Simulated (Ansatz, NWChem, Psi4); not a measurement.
**Si2H6O (SMILES [SiH3]O[SiH3]): methods side by side**

Si2H6O has 9 atoms, charge 0, and is taken as a singlet. SMILES: `[SiH3]O[SiH3]`. Geometry: relaxed at PBE0-D4/def2-TZVP.

Each level gives the electronic atomisation energy (eV). The values are calculated. Electronic energies at fixed atoms, without zero-point motion or spin-orbit coupling.

```
          level                    kind  program  value (eV)
 M06-2X/cc-pVDZ         hybrid meta-GGA   NWChem       28.94
  HSE06/cc-pVDZ  range-separated hybrid   Ansatz       28.19
  wB97X/cc-pVDZ  range-separated hybrid   Ansatz       28.84
 B2PLYP/cc-pVDZ           double hybrid   Ansatz       28.17
RPA@PBE/cc-pVDZ                     RPA   Ansatz       26.34
    MP3/cc-pVDZ     perturbation theory     Psi4       26.85
BCCD(T)/cc-pVDZ   coupled cluster or CI   Ansatz       27.05
   CCSD/cc-pVDZ   coupled cluster or CI   Ansatz       26.88
```

The values span 26.34 to 28.94 eV.
